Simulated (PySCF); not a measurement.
# UCCSDT/ccECP-cc-pVDZ (core potential) run of PH (SMILES [PH])

Aim: the vertical ionisation energy of PH at UCCSDT/ccECP-cc-pVDZ (core potential), from 2 runs. Input form: a Python script.

The calculation is run with PySCF 2.14.0.

6 further runs of the same task are left out: 6 set aside as unsound or not needed.

## (1) The molecule

PH has 2 atoms, charge 0, and is taken as a triplet. SMILES: `[PH]`. The shape is that of a GFN2-xTB optimisation.

Bond lengths: P1–H2 1.399 Å.

## (2) The energy at UCCSDT/ccECP-cc-pVDZ (core potential)

The input, run.py:

```python
from pyscf import gto, cc

molecule = gto.Mole()
molecule.atom = 'P 0.000000 0.000000 0.000000; H 0.000000 0.000000 1.399070'
molecule.ecp = {'P': 'ccecp', 'H': 'ccecp'}
molecule.spin = 2
molecule.basis = 'ccecp-cc-pvdz'
molecule.verbose = 3
molecule.max_memory = 1860
molecule.build()

mf = molecule.UHF()
mf.conv_tol = 1e-10
mf.kernel()
if not mf.converged:
    mf = mf.newton().run(mf.mo_coeff, mf.mo_occ)

mycc = cc.CCSDT(mf)
mycc.kernel()
e_tot = mycc.e_tot
print(f'total energy: {e_tot:.8f} hartree')
```

On the command line:

```bash
$ OMP_NUM_THREADS=1 python run.py
```

The program printed:

```text
WARN: HOMO -0.172944057345897 >= LUMO -0.172944057345898

converged SCF energy = -6.91339083338331  <S^2> = 2.022011  2S+1 = 3.0146383
_make_eris_incore_UCCSDT

WARN: A large `blksize_v_aaa` is being used, which may cause large memory consumption
      for storing contraction intermediates. If memory is sufficient, consider using
      `pyscf.cc.uccsdt_highm.UCCSDT` instead.

WARN: A large `blksize_v_aab` is being used, which may cause large memory consumption
      for storing contraction intermediates. If memory is sufficient, consider using
      `pyscf.cc.uccsdt_highm.UCCSDT` instead.

UCCSDT converged
E(UCCSDT) = -7.018466967306705   E_corr = -0.1050761339233968
E_corr(same-spin) = -0.0185290105860214
E_corr(oppo-spin) = -0.0865471233373754
total energy: -7.01846697 hartree
```

It took 2.3 s on 1 thread of Arm Neoverse V1, shared host; peak memory 0.13 GiB.

## (3) The doublet cation, same level

The input, run.py:

```python
from pyscf import gto, cc

molecule = gto.M(
    atom='''
P      0.000000     0.000000     0.000000
H      0.000000     0.000000     1.399070
''',
    basis='ccecp-cc-pvdz',
    spin=1,
    verbose=4,
    charge=1,
    max_memory=1860,
    ecp={'P': 'ccecp', 'H': 'ccecp'},
)

mf = molecule.UHF()
mf.conv_tol = 1e-10
mf.kernel()
if not mf.converged:
    mf = mf.newton().run(mf.mo_coeff, mf.mo_occ)

mycc = cc.CCSDT(mf)
mycc.kernel()
etot = mycc.e_tot
print('Final energy', etot)
```

On the command line:

```bash
$ OMP_NUM_THREADS=1 python run.py
```

The program printed:

```text
PySCF version 2.14.0

[INPUT] num. atoms = 2
[INPUT] num. electrons = 5
[INPUT] charge = 1
[INPUT] spin (= nelec alpha-beta = 2S) = 1
[INPUT] symmetry False subgroup None
[INPUT] Mole.unit = angstrom
[INPUT] Symbol           X                Y                Z      unit          X                Y                Z       unit  Magmom
[INPUT]  1 P      0.000000000000   0.000000000000   0.000000000000 AA    0.000000000000   0.000000000000   0.000000000000 Bohr   0.0
[INPUT]  2 H      0.000000000000   0.000000000000   1.399070000000 AA    0.000000000000   0.000000000000   2.643859129095 Bohr   0.0

nuclear repulsion = 1.89117489089181
number of shells = 8
number of NR pGTOs = 61
number of NR cGTOs = 18
basis = ccecp-cc-pvdz
ecp = {'P': 'ccecp', 'H': 'ccecp'}

******** <class 'pyscf.scf.uhf.UHF'> ********
method = UHF
initial guess = minao
damping factor = 0
level_shift factor = 0
DIIS = <class 'pyscf.scf.diis.CDIIS'>
diis_start_cycle = 1
diis_space = 8
diis_damp = 0
SCF conv_tol = 1e-10
SCF conv_tol_grad = None
SCF max_cycles = 50
direct_scf = True
direct_scf_tol = 1e-13
number electrons alpha = 3  beta = 2
Set gradient conv threshold to 1e-05
init E= -6.54748816151731

[... the frontier-level lines of each cycle are left out ...]


[... 41 lines left out ...]
converged SCF energy = -6.55277889320654  <S^2> = 0.76300558  2S+1 = 2.0129636
[... 16 lines left out ...]
WARN: A large `blksize_v_aaa` is being used, which may cause large memory consumption
[... 3 lines left out ...]
WARN: A large `blksize_v_aab` is being used, which may cause large memory consumption
[... 3 lines left out ...]
Approximate memory usage estimate
    T3 memory                 124 KB
    R3 memory                 124 KB
    Block workspace           864 KB
Init t2, MP2 energy = -0.0708640199353139
Init E_corr(UCCSDT) = -0.0708640199354147
cycle =  1  E_corr(UCCSDT) = -0.087691848294  dE = -1.682782835890e-02  norm(d tamps) = 6.08050407e-02
cycle =  2  E_corr(UCCSDT) = -0.093666278849  dE = -5.974430554281e-03  norm(d tamps) = 2.79067885e-02
cycle =  3  E_corr(UCCSDT) = -0.098511411750  dE = -4.845132901237e-03  norm(d tamps) = 1.47895449e-02
cycle =  4  E_corr(UCCSDT) = -0.098433456340  dE =  7.795541020518e-05  norm(d tamps) = 3.22400902e-03
cycle =  5  E_corr(UCCSDT) = -0.098442737474  dE = -9.281134828357e-06  norm(d tamps) = 1.11338575e-03
cycle =  6  E_corr(UCCSDT) = -0.098457872379  dE = -1.513490486260e-05  norm(d tamps) = 5.36009592e-04
cycle =  7  E_corr(UCCSDT) = -0.098448142714  dE =  9.729665104097e-06  norm(d tamps) = 1.83913900e-04
cycle =  8  E_corr(UCCSDT) = -0.098451953817  dE = -3.811103258589e-06  norm(d tamps) = 4.99665407e-05
cycle =  9  E_corr(UCCSDT) = -0.098452782489  dE = -8.286712738365e-07  norm(d tamps) = 1.86388191e-05
cycle = 10  E_corr(UCCSDT) = -0.098452200944  dE =  5.815442902513e-07  norm(d tamps) = 7.25608118e-06
cycle = 11  E_corr(UCCSDT) = -0.098451872501  dE =  3.284430688394e-07  norm(d tamps) = 2.59541508e-06
cycle = 12  E_corr(UCCSDT) = -0.098451890605  dE = -1.810341512809e-08  norm(d tamps) = 1.27131554e-06
cycle = 13  E_corr(UCCSDT) = -0.098451941880  dE = -5.127527200055e-08  norm(d tamps) = 4.78979220e-07
UCCSDT converged
E(UCCSDT) = -6.651230835086613   E_corr = -0.09845194188007578
E_corr(same-spin) = -0.00988234344211982
E_corr(oppo-spin) = -0.0885695984379559
Final energy -6.651230835086613
```

Wall time 1.7 s (1 thread of Arm Neoverse V1, shared host); peak memory 0.13 GiB.

## (4) Outcome

Level: UCCSDT/ccECP-cc-pVDZ (core potential).

```
                                                                  quantity        value
                                                  triplet PH: total energy  -7.01847 Eh
                          triplet PH: dipole moment (Hartree–Fock density)       0.79 D
    triplet PH: HOMO energy (Hartree–Fock orbitals) (highest over α and β)    -10.46 eV
     triplet PH: LUMO energy (Hartree–Fock orbitals) (lowest over α and β)      1.56 eV
                                            triplet PH: correlation energy   -105.1 mEh
                             triplet PH: ⟨S²⟩ of the reference determinant        2.022
                                                 triplet PH: T1 diagnostic        0.015
                                              doublet cation: total energy  -6.65123 Eh
doublet cation: HOMO energy (Hartree–Fock orbitals) (highest over α and β)    -19.40 eV
 doublet cation: LUMO energy (Hartree–Fock orbitals) (lowest over α and β)     -9.21 eV
                                        doublet cation: correlation energy    -98.5 mEh
                         doublet cation: ⟨S²⟩ of the reference determinant        0.763
                                             doublet cation: T1 diagnostic        0.014
                        vertical ionisation energy (to the doublet cation)     9.993 eV
```

The vertical ionisation energy comes to 9.99 eV (964 kJ/mol).
